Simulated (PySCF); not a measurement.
# Protonation sites of acetonitrile

System: acetonitrile, `CC#N` (C2H3N). Atom numbers as in the mapped SMILES `[CH3:1][C:2]#[N:3]`.

Energies: PBE0-D3(BJ)/def2-TZVP (PySCF, density fitting, integration grid level 2) on PBE0-D3(BJ)/def2-SVP structures. Zero-point and thermal terms (298.15 K, 1 bar) come from unscaled PBE0-D3(BJ)/def2-SVP harmonic frequencies, with soft modes damped to free rotors in the entropy.

```
                 site   product  PA / kJ/mol  GB / kJ/mol
N3 (nitrile nitrogen)  CC#[NH+]          794          763
```

PA is −ΔH and GB is −ΔG of B + H⁺ → BH⁺ in the gas phase. Sites whose products fell apart, merged with another or lost in a GFN2-xTB screen aren't listed.

In diethyl ether the product from N3 is solvated 193 kJ/mol more strongly than the parent (electrostatics only).

Measured values (NIST Chemistry WebBook, evaluated or the median of agreeing entries): proton affinity (−ΔH) 779 kJ/mol (computed 794, difference 15); gas-phase basicity (−ΔG) 748 kJ/mol (computed 763, difference 15).
